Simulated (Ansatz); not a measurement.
Geometry optimisation, UKS PBE/def2-SVP in Ansatz.

Input file:

```yaml
crystal:
  periodic: [false, false, false]
  atoms:
    - { symbol: O, position_ang: [0.2899, 0.1826, 1.603] }
    - { symbol: C, position_ang: [0.2049, -0.0518, 0.4508] }
    - { symbol: O, position_ang: [0.1092, -0.338, -0.8516] }
    - { symbol: H, position_ang: [-0.5485, 0.1469, -1.2225] }
magnetization:
  spin_polarized: true
  initial_magnetization: 1
basis:
  gaussian: { orbitals: def2-SVP }
hamiltonian:
  xc: pbe
relax:
  f_tol: 0.02
  max_steps: 40
output:
  orbitals: {}
```

Run as:

```bash
$ ansatz run input.yaml --threads 1 --pin off --max-ram 2048MiB --backend cpu --events-out ev --progress --plain --runs-dir out
```

**Question.** Where does it end, and by what steps?

**Answer.** It converged. After 12 steps the energy has fallen by 2.388 eV; C2 moved furthest, 0.38 Å.

```
step  energy less start (eV)  largest force component (eV/Å)  accepted
   0                  0.0000                           5.266       yes
   1                 -0.4883                           3.210       yes
   2                 -1.0065                           6.872       yes
   3                 -1.2824                           5.103       yes
   4                 -1.6188                           2.486       yes
   5                 -1.9531                           2.797       yes
   6                  0.6704                          22.471        no
   7                 -2.2632                           1.151       yes
   8                 -2.3489                           0.877       yes
   9                 -2.3799                           0.379       yes
  10                 -2.3871                           0.175       yes
  11                 -2.3875                           0.030       yes
  12                 -2.3875                           0.012       yes
```

```xyz
4
Properties=species:S:1:pos:R:3
O 0.045 0.332 1.353
C 0.487 -0.309 0.444
O 0.140 -0.355 -0.834
H -0.617 0.271 -0.983
```

Whether the end is a true minimum wasn't checked by a vibrational analysis.

Time of the run: 13 s on 1 thread of AMD EPYC 7B13 (Zen 3) (shared host), peak memory 0.13 GiB.
